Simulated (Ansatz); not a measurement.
Elements on the sites of an ideal bcc lattice, at a guessed lattice constant:

```
Al Ta
1.0
    -4.96387    4.96387   -1.65462
    -4.96387   -1.65462    4.96387
     1.65462    4.96387    4.96387
Al Ta
2 18
Direct
  0.20000 0.20000 0.20000
  0.70000 0.20000 0.70000
  0.00000 0.00000 0.00000
  0.50000 0.50000 0.00000
  0.60000 0.10000 0.10000
  0.10000 0.60000 0.10000
  0.70000 0.70000 0.20000
  0.80000 0.30000 0.30000
  0.30000 0.80000 0.30000
  0.40000 0.40000 0.40000
  0.50000 0.00000 0.50000
  0.00000 0.50000 0.50000
  0.10000 0.10000 0.60000
  0.90000 0.90000 0.40000
  0.60000 0.60000 0.60000
  0.20000 0.70000 0.70000
  0.30000 0.30000 0.80000
  0.80000 0.80000 0.80000
  0.90000 0.40000 0.90000
  0.40000 0.90000 0.90000
```

Cell and atoms were relaxed without symmetry on coarser meshes and computed once more. The calculation used DFT PBE, scalar-relativistic, plane waves, PAW (Ansatz 0.2.0).

Cutoff 420 eV; k points 5×5×5 on the computed 20-atom cell (Γ-centred); Gaussian smearing, width 0.10 eV; no spin polarisation.

The relaxation ran on 2×2×2 (shifted) and then 3×3×3 k points with a smearing of 0.1 eV, from sites shaken by 0.02 Å.

Question: What does the relaxation give?

Answer: A volume of 18.05 Å³/atom and no gap on the mesh. It lies 0.02 eV/atom below the elements' standard states (static lattices, no corrections for gases). The atoms leave their sites by 0.02 Å (root mean square) and 0.03 Å at most, and the cell stretches by up to 0.5 % at fixed volume.

```xyz
20
Lattice="-4.9398 4.9769 -1.6552 -4.9488 -1.6732 4.9481 1.6554 4.9767 4.9389" Properties=species:S:1:pos:R:3 pbc="T T T"
Al   -1.6486    1.6559    1.6455
Al   -3.2909    6.6335    3.2874
Ta   -0.0036    0.0032    0.0010
Ta   -4.9355    1.6806    1.6347
Ta   -3.2905    3.3442   -0.0095
Ta   -3.2908   -0.0156    3.2876
Ta   -6.5928    3.3081    3.2920
Ta   -4.9462    4.9453    1.6456
Ta   -4.9552    1.6548    4.9519
Ta   -3.2934    3.3089    3.2900
Ta   -1.6459    4.9805    1.6430
Ta   -1.6379    1.6806    4.9318
Ta    0.0068    3.3441    3.2873
Ta   -8.2502    4.9356    4.9493
Ta   -4.9330    4.9614    4.9293
Ta   -3.2953    3.3081    6.5891
Ta   -1.6489    4.9452    4.9424
Ta   -6.5973    6.6317    6.5936
Ta   -4.9358    8.2861    4.9319
Ta   -4.9526    4.9356    8.2464
```

The final mesh leaves forces up to 0.12 eV/Å and stresses up to 0.4 GPa: the relaxation ran on a coarser mesh, so the cell's shape, its bonds and its energy belong partly to that mesh.

Spin-orbit coupling is left out, which matters for the bands of heavy elements.

Cost: 2 runs of about 11 core-minutes in all (earlier runs that led there not counted), on Intel Xeon Platinum 8259CL (Skylake/Cascade Lake) (shared hosts).